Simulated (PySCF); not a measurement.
**Dipole moment and polarisability of BH5NP**

Species: BH5NP.
Geometry (PBE0-D3(BJ)/def2-SVP, Å), atoms numbered from 1 in this order:
```
atom  x, y, z in Å
N1    -1.2779   -0.0879   -0.1404
B2    -0.0220   -0.2437    0.4265
P3     1.5027    0.5907   -0.4707
H4    -2.1209   -0.4696    0.2708
H5    -1.4358    0.4225   -1.0016
H6     0.0769   -0.8800    1.4511
H7     2.4503   -0.4084   -0.0894
H8     1.8269    1.4144    0.6534
```

The species is `NBP` (BH5NP).

Level: PBE0/def2-SVPD (PySCF), static field, nuclei fixed, core orbitals frozen in the response. The polarisability tensor in these axes (au):

```
x   63.25  3.96 -0.28
y    3.96 46.22 -3.73
z   -0.28 -3.73 48.91
```

Question: Diagonalise the tensor; give its mean and Δα, where Δα² is half the sum of the squared differences of the eigenvalues.

Answer: Principal values 43.11, 51.07 and 64.21 au; mean 52.80 au = 7.82 Å³ = 8.70 × 10⁻⁴⁰ C²·m²/J; Δα = 18.45 au (35 % of the mean).

Question: What is the dipole moment, and where does it point?

Answer: (-2.18, -0.31, 0.14) D, 2.20 D in size, pointing from the negative to the positive side. Measured along this direction, the outermost atoms are H7 at the negative end and H4 at the positive end.

Question: What are the principal values of the traceless quadrupole moment, Θ = ½Σq(3rr − r²1), about the centre of nuclear charge?

Answer: -5.04, -1.70, 6.74 D·Å. The values depend on the origin, since the dipole doesn't vanish. The electronic extent ⟨r²⟩ about the same centre is 308 bohr², a root-mean-square distance of 1.64 Å for the 32 electrons.

Question: Find the Langevin capture rate constant for H3+ (3.023 u) meeting this molecule (61.025 u), k = 2.342 × 10⁻⁹ cm³/s × √(α in Å³ / reduced mass in u).

Answer: The reduced mass is 2.88 u, so k = 3.86 × 10⁻⁹ cm³/s. The formula leaves out the permanent dipole, which adds to the capture rate.

Question: Orientational against electronic polarisability at 298 K (dilute gas, rigid molecules)?

Answer: In Gaussian units μ²/3kT = 39.29 Å³ against 7.82 Å³, a ratio of 5.02; the Debye molar polarisation (4π/3)N_A(α + μ²/3kT) is 118.8 cm³/mol, leaving out the vibrational part.

The structure is a single PBE0-D3(BJ)/def2-SVP conformer in the gas phase; no vibrational or solvent corrections.

These values come from a run that also computed excited states and ΔSCF ions. Time: 8.3 s of wall time. Hardware: an Arm Neoverse V2 with one thread, shared host.
